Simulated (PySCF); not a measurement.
Compound: streptocyanine-5, C5H9N2 (charge +1).
Numbering: `[NH2:1]/[CH:2]=[CH:3]/[CH:4]=[CH:5]/[CH:6]=[NH2+:7]` (hydrogens: H8, H9 on N1; H10 on C2; H11 on C3; H12 on C4; H13 on C5; H14 on C6; H15, H16 on N7)

Cartesian coordinates in Å at the PBE0-D3(BJ)/def2-SVP level; atoms count from 1:
```xyz
16
C5H9N2 angstrom
N     -3.6605    0.0860   -0.0509
C     -2.4353   -0.2541    0.3052
C     -1.2635    0.2765   -0.2150
C     -0.0242   -0.1641    0.2428
C      1.2139    0.2925   -0.2024
C      2.3870   -0.2230    0.3298
N      3.6112    0.1326   -0.0143
H     -3.8305    0.7896   -0.7619
H     -4.4718   -0.3468    0.3736
H     -2.3725   -1.0250    1.0816
H     -1.3146    1.0467   -0.9908
H     -0.0232   -0.9378    1.0217
H      1.2630    1.0632   -0.9777
H      2.3264   -0.9944    1.1059
H      4.4241   -0.2887    0.4186
H      3.7795    0.8385   -0.7235
```

Method used: core-valence-separated Tamm–Dancoff BHandHLYP/aug-pcX-1 (pcseg-1 on H) in PySCF, non-relativistic, gas phase, PBE0-D3(BJ)/def2-SVP geometry. Absolute energies from this functional tend to lie a few eV below measured edges; no shift was applied.

Problem. What does the N 1s absorption edge look like?

Solution. 
```csv
E (eV),f,core hole on,main final orbital,polarisation
398.55,0.0566,N1/N7,"LUMO (2 roots, f summed)",out of plane
401.26,0.0207,N1/N7,"LUMO+2 (2 roots, f summed)",in plane
401.86,0.0721,N1/N7,"spread (2 roots, f summed)",in plane
403.09,0.0024,N1/N7,"LUMO+4 (2 roots, f summed)",out of plane
403.85,0.0085,N1/N7,"spread (2 roots, f summed)",in plane
```

The first line with a tenth or more of the strongest one's intensity is at 398.55 eV (f = 0.057, sum of 2), with the hole on N1/N7 (nitrogen bonded to C and 2 H), polarised out of plane: a 1s→π* resonance. The strongest listed is at 401.86 eV (f = 0.072, sum of 2; N1/N7).

Problem. List the carbon K-edge absorption lines.

Solution. 
```json
{"E (eV)": "282.10", "f": "0.0673", "core hole on": "C4", "main final orbital": "LUMO (81 %)", "polarisation": "out of plane"}
{"E (eV)": "283.11", "f": "0.1342", "core hole on": "C2/C6", "main final orbital": "LUMO (2 roots, f summed)", "polarisation": "out of plane"}
{"E (eV)": "283.17", "f": "0.0196", "core hole on": "C3/C5", "main final orbital": "LUMO (2 roots, f summed)", "polarisation": "out of plane"}
{"E (eV)": "284.20", "f": "0.1130", "core hole on": "C3/C5", "main final orbital": "LUMO+4 (2 roots, f summed)", "polarisation": "out of plane"}
{"E (eV)": "286.43", "f": "0.0412", "core hole on": "C3/C5", "main final orbital": "LUMO+3 (2 roots, f summed)", "polarisation": "in plane"}
{"E (eV)": "287.08", "f": "0.0002", "core hole on": "C3/C5", "main final orbital": "LUMO+1 (2 roots, f summed)", "polarisation": "–"}
{"E (eV)": "287.34", "f": "0.0270", "core hole on": "C4", "main final orbital": "LUMO+3 (39 %)", "polarisation": "in plane"}
{"E (eV)": "287.67", "f": "0.0038", "core hole on": "C3/C5", "main final orbital": "LUMO+6/LUMO+7 (4 roots, f summed)", "polarisation": "in plane"}
{"E (eV)": "287.76", "f": "0.0057", "core hole on": "C4", "main final orbital": "LUMO+4/LUMO+6 (2 roots, f summed)", "polarisation": "out of plane"}
{"E (eV)": "288.07", "f": "0.0029", "core hole on": "C3/C5", "main final orbital": "LUMO+2 (2 roots, f summed)", "polarisation": "in plane"}
{"E (eV)": "288.13", "f": "0.0546", "core hole on": "C2/C6", "main final orbital": "LUMO+1 (2 roots, f summed)", "polarisation": "in plane"}
```

The first line with a tenth or more of the strongest one's intensity is at 282.10 eV (f = 0.067), with the hole on C4 (alkene CH carbon), polarised out of plane: a 1s→π* resonance. The strongest listed is at 283.11 eV (f = 0.134, sum of 2; C2/C6, 1s→π*).

Roots within 0.03 eV whose holes lie on the same, on equivalent or on shared atoms are summed into one line, and the highest roots are left out, as the search may have cut off their partners. Final orbitals are the ground state's empty Kohn–Sham orbitals. A dash: too weak, shared between unlike atoms, or no plane or axis to refer to.

The ionisation thresholds weren't computed; near and above them a finite basis only mimics Rydberg series and continuum.

The run took about 90 s of CPU time (one thread, shared machine).

One conformer stands for the species.
